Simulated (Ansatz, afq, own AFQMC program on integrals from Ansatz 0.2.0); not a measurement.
# BH₄⁺, triplet in 6-31G, levels against full CI

```xyz
5

B    -0.0028    0.0028    0.0061
H     0.4697    0.4891    1.0634
H    -0.4886   -0.4681    1.0643
H    -0.4747    0.4742   -1.0582
H     0.5237   -0.5255   -1.1347
```

Basis 6-31G. Noble-gas cores (and the filled d shells of Ga–Kr and In–Xe) are frozen. Integrals, coupled cluster, full CI and functionals: Ansatz 0.2.0; the random walks run on the same integrals in our own AFQMC program. ph-AFQMC/CISD is guided by a CISD state made of CCSD amplitudes; releasing the constraint for a short imaginary time cuts its bias at the price of noise, slowly where states lie close. ± is one standard error of the sampling.

Determinant: UHF, the one that the program's search chose, which needn't be the lowest solution. The geometry is a point of a scan.

Full CI on the same integrals is exact in this basis and with this determinant's frozen core.

Cautions: lower spins were not checked.

```
T1 diagnostic                               : 0.0091
weight of the determinant in the CISD state : 0.952
⟨S²⟩ of the determinant                     : 2.004
size of the correlated space                : 6 electrons in 16 orbitals
```

Reference: full CI, correlation energy -2.053 eV. The released energy is read at 2.40 1/Eh (meV from the phaseless value at times in 1/Eh: -0.9 ± 0.5 at 0.24, -4 ± 3 at 0.51, -2.1 ± 0.8 at 0.99, -1.3 ± 1.4 at 1.62, -2.7 ± 0.4 at 2.40).

| level | E − E(reference) (mEh) | share of correlation (%) |
| --- | --- | --- |
| HF | 75.43 | 0.00 |
| MP2 | 21.22 | 71.87 |
| CCSD | 1.46 | 98.06 |
| CCSD(T) | 0.42 | 99.45 |
| CCSDT | 0.02 | 99.97 |
| CCSDT(Q) | 0.00 | 100.00 |
| CCSDTQ | 0.00 | 100.00 |
| ph-AFQMC/CISD | 0.12 ± 0.02 | 99.84 |
| released AFQMC | 0.02 ± 0.01 | 99.98 |

CCSDT and higher add their correlation energy to the determinant of the CCSD(T) run, since their own runs factorise the integrals more tightly (a shift of under 2 meV). A walk keeps the symmetry of its determinant, which the program's search chose and which needn't be the lowest solution, so a lower state of the same spin and another symmetry isn't excluded. Released energies are given only where the last usable release times agree within the noise; a slower fall can still hide under it.
